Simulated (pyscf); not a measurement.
# Four-centre exchange: F–W(F)(=S)=S (SMILES [F][W]([F])(=[S])=[S]) + HCl (SMILES Cl) → F–W(=S)(=S)–Cl (SMILES [F][W](=[S])(=[S])[Cl]) + HF (SMILES F)

Gas phase, singlet surface, charge 0. Bonds broken: W2–F4, Cl6–H7. Bonds formed: W2–Cl6, F4–H7. Optimised with ωB97X-D3(BJ)/def2-SVP in PySCF.

Transition state (Å):

```xyz
7

S      1.8475    -0.1638     0.5978
W     -0.0333     0.1033    -0.2907
S     -0.6655     2.0403     0.2058
F     -1.2673    -1.4086    -0.9244
F      0.3608     0.2287    -2.0999
Cl    -1.3188    -1.0293     1.6095
H     -1.6167    -1.5891     0.3263
```

One imaginary mode, 561i cm⁻¹; descent along it reached the two sides named, in the forms told below.

```tsv
bond	change	reactant side (Å)	saddle	product side
W2–F4	breaks	1.892	2.052	2.571
Cl6–H7	breaks	1.290	1.431	2.360
W2–Cl6	forms	2.9	2.559	2.305
F4–H7	forms	2.330	1.311	0.935
```

Electronic energies relative to the separated reactants (kcal/mol):

```csv
level,barrier,reaction energy,reverse barrier
ωB97X-D3(BJ)/def2-TZVP,5.9,-4.3,10.2
PBE/def2-TZVP,8.0,+0.2,7.9
r²SCAN/def2-TZVP,7.5,+0.2,7.3
B3LYP-D3(BJ)/def2-TZVP,9.3,-1.3,10.6
PBE0-D3(BJ)/def2-TZVP,7.5,-2.6,10.1
M06-2X/def2-TZVP,9.9,-2.5,12.4
ωB97M-D3(BJ)/def2-TZVP,10.9,-0.1,11.0
HF/def2-TZVP,27.4,+0.2,27.2
```

With ωB97M-D3(BJ)/def2-TZVP energies and thermal terms (ideal gas, 1 atm, RRHO with modes under 100 cm⁻¹ raised to 100, one conformer, R ln 2 for chiral ones without a mode under 150 cm⁻¹), in kcal/mol:

| T (K) | ΔH‡ | ΔG‡ | ΔH | ΔG |
|---|---|---|---|---|
| 298 | 10.1 | 20.6 | +1.1 | +0.8 |
| 600 | 10.1 | 31.3 | +1.3 | +0.5 |
| 900 | 10.4 | 41.9 | +1.3 | +0.1 |
| 1200 | 10.9 | 52.3 | +1.2 | -0.3 |

On the reactant side the descent ends in an adduct with a Cl–W contact, 1.4 kcal/mol under the separated species and 7.3 kcal/mol under the saddle at ωB97X-D3(BJ)/def2-TZVP. What is counted as formed (Cl–W) is already present as a longer contact in the reactant adduct; forming that adduct is a step of its own. One saddle was located; it need not be the lowest between these sides. Elements past Kr carry the def2 core potentials, without spin-orbit coupling.
